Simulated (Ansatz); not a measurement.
# CS (carbon monosulfide): methods side by side

The species is CS (2 atoms), meant as a singlet with charge 0. SMILES: `[C-]#[S+]`. The bond length is the measured one.

```jsonl
{"atom": "C", "x (Å)": "0.0000", "y (Å)": "0.0000", "z (Å)": "0.0000"}
{"atom": "S", "x (Å)": "0.0000", "y (Å)": "0.0000", "z (Å)": "1.5349"}
```

Quantity: the energy change with the C1–S2 bond stretched from 1.535 to 3.837 Å, in eV. The values are calculated.

| level | kind | program | value (eV) | less FCI/STO-3G |
| --- | --- | --- | --- | --- |
| HF/STO-3G (restricted) | Hartree–Fock | Ansatz | 9.44 | +2.50 |
| BLYP/STO-3G (restricted) | GGA | Ansatz | 10.67 | +3.73 |
| RPA@PBE/STO-3G (restricted) | RPA | Ansatz | 6.46 | -0.48 |
| MP2/STO-3G (unrestricted) | perturbation theory | Ansatz | 6.94 | 0.00 |
| CCSD(T)/STO-3G (unrestricted) | coupled cluster or CI | Ansatz | 6.91 | -0.03 |
| FCI/STO-3G | exact in the basis | Ansatz | 6.94 | 0.00 |

FCI/STO-3G is exact within its basis and frozen core, so for wave-function methods in that basis the difference is their error; functionals converge differently with the basis, so for them it is only a difference. Spin-restricted single references rise too steeply as a bond breaks. The first shape isn't each level's own minimum. The values span 6.46 to 10.67 eV. Spin contamination of the reference (⟨S²⟩ at least 0.1 too high) touches MP2/STO-3G, CCSD(T)/STO-3G. All rows use very small basis sets, so even the best lies far from the true value.
